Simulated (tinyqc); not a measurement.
Worked calculation: UKS/B3LYP (VWN-RPA form) in the sto-3g basis, for CH, spin multiplicity 4. Computed by tinyqc, a small Python program that keeps every step (integrals from PySCF). Settings: charge = 0, multiplicity = 4, basis = sto-3g, energy threshold = 1e-10, iteration cap = 85, orthogonalisation = canonical, start = highest core orbitals, DIIS depth = 0, method = UKS, functional = b3lyp, grid = [10, 26]. Command: `OMP_NUM_THREADS=1 python tinyqc.py 21903 21904 out.jsonl` (the two numbers bound the seeds that draw the settings). One thread of a shared host (Intel(R) Xeon(R) Processor @ 2.60GHz), about 3 s of CPU time with the checks.

Geometry (angstrom):
```
atom,x,y,z
C,0.000000,0.000000,0.000000
H,0.000000,0.000000,1.150000
```

Stop when the energy changes by less than 1e-10 hartree and every element of the error matrix X^T (F D S - S D F) X (for each spin) is below 3e-06.

Course of the cycle:
```
iteration,E (hartree),change,largest element of the error matrix
1,-13.25391464,-,1.30e-01
2,-37.40732321,-2.42e+01,3.32e-01
3,-37.85017623,-4.43e-01,1.51e-01
4,-37.90836339,-5.82e-02,7.42e-02
5,-37.91975290,-1.14e-02,3.13e-02
6,-37.92168241,-1.93e-03,1.31e-02
7,-37.92202864,-3.46e-04,5.32e-03
8,-37.92208906,-6.04e-05,2.25e-03
9,-37.92209973,-1.07e-05,9.20e-04
10,-37.92210161,-1.88e-06,3.92e-04
11,-37.92210194,-3.31e-07,1.61e-04
12,-37.92210200,-5.83e-08,6.87e-05
13,-37.92210201,-1.03e-08,2.82e-05
14,-37.92210201,-1.81e-09,1.21e-05
15,-37.92210201,-3.19e-10,4.94e-06
16,-37.92210201,-5.61e-11,2.12e-06
```

Can the last value be used, and what does the course show?

Yes. Converged in 16 iterations. The coarse grid moves the energy by +2.08e-02 hartree. PySCF UKS in the same basis, fine grid, after a stability check = -37.94286107 hartree, which differs from a converged run on this coarse grid by the grid error.
